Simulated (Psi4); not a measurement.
# N2 (nitrogen) at B3LYP/def2-TZVP (density fitting)

Wanted: molecular dynamics of N2 (nitrogen). Input form: an ASE script.

The results are computed with Psi4 1.11.

**1. The structure to begin with**

The species is N2 (2 atoms), meant as a singlet with charge 0. As SMILES, `N#N`. The shape is that of a PBE0-D4/def2-TZVP optimisation. The run starts from this shape.

Bond lengths: N1–N2 1.090 Å.

**2. A short trajectory at B3LYP/def2-TZVP (density fitting)**

run.py

```python
import numpy as np
from ase.calculators.psi4 import Psi4
from ase import Atoms
from ase import units
from ase.md.velocitydistribution import MaxwellBoltzmannDistribution, Stationary
from ase.md.verlet import VelocityVerlet

a = Atoms(['N', 'N'], positions=[
    [0.465500, -0.150300, 0.239800],
    [-0.465500, 0.150300, -0.239800],
])
calc = Psi4(atoms=a, method='b3lyp', basis='def2-TZVP', memory='1600MB', num_threads=1, charge=0, multiplicity=1, label='psi4-calc', reference='rks')
a.calc = calc

MaxwellBoltzmannDistribution(a, temperature_K=300.0, rng=np.random.default_rng(997))
Stationary(a)
dyn = VelocityVerlet(a, 1.0 * units.fs)
def show():
    ep, ek = a.get_potential_energy(), a.get_kinetic_energy()
    print(f'step {dyn.nsteps:3d}  Epot {ep:14.6f}  Ekin {ek:9.6f}  Etot {ep + ek:14.6f} eV  T {a.get_temperature():7.1f} K')
dyn.attach(show)
dyn.run(25)
```

Launch:

```sh
$ python run.py
```

What values should one expect? Wanted: potential energy of the last frame.

Computed results:

At B3LYP/def2-TZVP (density fitting):

| quantity | value |
| --- | --- |
| potential energy of the last frame | -109.57310 Eh |
